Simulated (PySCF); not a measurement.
Method: PBE-D3(BJ)/def2-TZVP // PBE0-D4/def2-SVP in PySCF. All species are isolated molecules in the gas phase. 

Reference species (SMILES): `O` (neutral, multiplicity 1).

```yaml
HOMO: -6.98 eV
dipole_moment: 2.05 D
```

Changed species: `N` (free base NH3; the reference has free base H2O).

Task: Predict the effect on the HOMO and dipole moment.

Result: the HOMO rises by 0.91 eV, to -6.07 eV; the dipole moment falls by 0.30 D, to 1.75 D.
